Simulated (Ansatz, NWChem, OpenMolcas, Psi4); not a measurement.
# Abstraction of F: OF2 + C2H → OF + C2HF

Species: OF2 `FOF`, singlet; C2H `[C]#C`, doublet; OF (Oxygen monofluoride), doublet; C2HF (fluoroacetylene) `C#CF`, singlet. A radical takes F: the energy is the difference in strength between the O–F bond broken and the C–F bond made.

Shapes, held fixed at every level: PBE0-D4/def2-TZVP. Programs: Ansatz 0.2.0, NWChem 7.3.0, OpenMolcas 26.06, Psi4 1.11. A level may come from different programs for different species; with the same settings they agree closely. The zero-point and thermal change to 298 K, harmonic and unscaled (PBE0-D4/def2-TZVP), is +6.1 kJ/mol.

| level | kind | ΔH(298 K) (kJ/mol) |
| --- | --- | --- |
| SVWN5/STO-3G | LDA | -343.6 |
| BLYP/STO-3G | GGA | -309.4 |
| PBE/STO-3G | GGA | -317.8 |
| r2SCAN/STO-3G | meta-GGA | -304.8 |
| r2SCAN0/STO-3G | global hybrid | -313.3 |
| CCSD(T)/STO-3G | coupled cluster or CI | -254.5 |
| CCSDTQ/STO-3G | coupled cluster or CI | -255.8 |
| B3LYP/6-31G* (Cartesian functions) | global hybrid | -393.4 |

B3LYP/6-31G* (Cartesian functions) gives ΔH(298 K) = -393.4 kJ/mol; the levels span -393.4 to -254.5. The median of the levels is -311.3. No measured value is set beside it here. T1 is large for C2H (0.074), so single-reference values are less sure there. Spin contamination: C2H (⟨S²⟩ up to 1.27). Open shells run unrestricted. B3LYP/6-31G* (Cartesian functions) lies outside the range of all other levels here, so it shouldn't be taken on trust. Rows in sets without polarisation functions are far from converged.
